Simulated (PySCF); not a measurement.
**Question.** What does the PBE0-D3(BJ)/def2-TZVP structure of trans-3-hexene (`CC/C=C/CC`) look like in three dimensions?

**Answer.** 
Z-matrix in Å and degrees, rows numbered from 1:
```
C 
C   1  1.5245
C   2  1.4923  1  112.54
C   3  1.3273  2  125.40  1  -119.34
C   4  1.4924  3  125.35  2   178.54
C   5  1.5248  4  112.48  3  -119.17
H   1  1.0933  2  111.04  3   -57.85
H   1  1.0924  2  111.28  3  -177.90
H   1  1.0924  2  110.81  3    61.67
H   2  1.0943  1  110.03  3  -122.30
H   2  1.0970  1  108.85  3   121.33
H   3  1.0908  2  116.06  1    59.77
H   4  1.0909  3  118.54  2    -0.35
H   5  1.0943  4  109.40  3     3.44
H   5  1.0969  4  109.35  3   119.76
H   6  1.0924  5  110.79  4    61.37
H   6  1.0924  5  111.28  4  -178.20
H   6  1.0933  5  111.02  4   -58.14
```

The 5 C–C bonds span 1.327 Å (C3=C4, drawn double) to 1.525 Å (C5–C6, drawn single), a spread of 0.198 Å. Of the pairs four or more bonds apart, H12···H14 is among the closest relative to their van der Waals radii: 2.38 Å, 99 % of the sum of Bondi's values.

The calculation used PBE0-D3(BJ)/def2-TZVP geometry optimisation, gas phase (PySCF 2.14.0).

Point group: C2 (tolerance 0.08 Å). PBE0-D3(BJ)/def2-TZVP frequencies: not computed here. The numbers are those of one conformer (C1–C2–C3–C4 -119°, C3–C4–C5–C6 -119°).
